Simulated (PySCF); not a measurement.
Species: CF2 (triplet state).
SMILES with atom numbers: `[F:1][C:2][F:3]`

Structure used (PBE0-D3(BJ)/def2-SVP), in Å, numbered top down from 1:
```
atom  x, y, z in Å
F1    -1.1227   -0.2257   -0.0071
C2     0.0053    0.4340   -0.0208
F3     1.1403   -0.2134    0.0027
```

Theory: PBE0-D3(BJ)/def2-SVP geometry optimisation, gas phase (PySCF).

Masses are those of the commonest isotopes; rigid-rotor values at the optimised geometry. 

Task: Give the principal moments of inertia and the rotational constants in MHz.

Result: Ia = 3.90, Ib = 48.65, Ic = 52.55 u·Å²; 505379 MHz·u·Å²/I gives A = 129656, B = 10388, C = 9618 MHz.

Task: Classify the top.

Result: A near-prolate asymmetric top: κ = (2 × 10388 − 129656 − 9618)/(129656 − 9618) = -0.99.

Task: Where do the levels up to J = 2 lie, in MHz?

Result: Above 0(0,0):
J = 1: 1(0,1) 20006, 1(1,1) 139273, 1(1,0) 140044
J = 2: 2(0,2) 60013, 2(1,2) 178514, 2(1,1) 180826, 2(2,1) 538628, 2(2,0) 538632
The levels of one J sum to (2J + 1)J(J + 1)(A + B + C)/3.

Task: Which lines would a microwave search look for?

Result: The dipole components are |μa| = 0.00 D, |μb| = 0.36 D, |μc| = 0.00 D; the symmetry axis of this C2v structure is b, so μa and μc vanish by symmetry and there are no a-type or c-type lines. Some lines, for components of 0.1 D or more:

| type | branch | J(Ka,Kc) | MHz | lower level (cm⁻¹) |
| --- | --- | --- | --- | --- |
| b | Q | 4(1,3) ← 4(0,4) | 123552 | 6.671 |
| b | R | 1(1,1) ← 0(0,0) | 139273 | 0.000 |
| b | R | 3(1,3) ← 2(0,2) | 177360 | 2.002 |
| b | Q | 4(2,2) ← 4(1,3) | 355168 | 10.793 |
| b | Q | 3(2,2) ← 3(1,3) | 361272 | 7.918 |
| b | R | 2(2,1) ← 1(1,0) | 398585 | 4.671 |
| b | R | 3(2,2) ← 2(1,1) | 417820 | 6.032 |
| b | R | 3(2,1) ← 2(1,2) | 420150 | 5.955 |
| b | Q | 4(3,1) ← 4(2,2) | 598221 | 22.640 |
| b | Q | 3(3,0) ← 3(2,1) | 598248 | 19.969 |
| b | Q | 4(3,2) ← 4(2,3) | 598277 | 22.638 |
| b | R | 3(3,1) ← 2(2,0) | 658280 | 17.967 |
| b | R | 3(3,0) ← 2(2,1) | 658283 | 17.967 |
| b | R | 4(3,1) ← 3(2,2) | 678297 | 19.969 |
| b | Q | 4(4,0) ← 4(3,1) | 837563 | 42.594 |
| b | R | 4(4,1) ← 3(3,0) | 917593 | 39.925 |

Task: Estimate the classical rotational partition function at 100 K and 200 K.

Result: Point group C2v, symmetry number σ = 2; q = (√π/σ)·√((kT/h)³/(ABC)), k/h = 20836.6 MHz/K: 741 at 100 K, 2090 at 200 K.

For this open shell read J as N, the rotation without spin; fine and hyperfine splittings come on top. PBE0-D3(BJ)/def2-SVP frequencies: not computed here. ⟨S²⟩ = 2.003 (exact for a triplet: 2.00). This triplet need not be the ground state; the singlet was not compared here. Zero-point vibration and centrifugal distortion are left out.
